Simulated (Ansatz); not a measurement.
Ansatz (an electronic-structure program) input (RI-MP2/aug-cc-pV(T+d)Z):
A basis named .json is the Basis Set Exchange file of that set.

Ansatz 0.2 input:
```yaml
crystal:
  periodic: [false, false, false]
  atoms:
    - {symbol: P, position_ang: [-0.00000000, -0.00000000, -0.94474959]}
    - {symbol: P, position_ang: [0.00000000, 0.00000000, 0.94474959]}
basis:
  gaussian:
    orbitals: aug-cc-pV_T+d_Z.json
    fitting: {mean_field: def2-universal-jkfit, correlation: aug-cc-pVTZ-RIFIT.json}
magnetization: {spin_polarized: false}
correlation: {method: mp2, electrons: outside_noble_gas}
```

End of the output:

```
integrals: 0.03 GiB planned
256 factors; integrals over basis functions are off by at most 1.1e0 eV
294 factors; integrals over basis functions are off by at most 6.3e-1 eV
mean field: 0.16 GiB planned
mean field evaluation 1: about -18544.1391 eV, gradient 8.7e0 eV
mean field evaluation 2: about -18544.3714 eV, gradient 2.5e0 eV
mean field evaluation 4: about -18544.4015 eV, gradient 1.1e-1 eV
mean field -18544.40156182 eV, -681.4941875502 hartree, gradient 1.4e-6 eV, S^2 0.000000; 0 other end points of the search recorded, 0 dependent functions left out; unrestricted orbitals would lower it
mean field evaluation 8: about -18544.4161 eV, gradient 5.3e0 eV
10 core orbitals not correlated
reference -18544.40156182 eV, -681.4941875502 hartree; 5, 5 occupied and 95, 95 virtual orbitals, 294 factors
second order -7.70066548 eV of doubles, -0.00000000 eV of singles
Total energy: -18552.10222730 eV, -681.7771817869 hartree
```
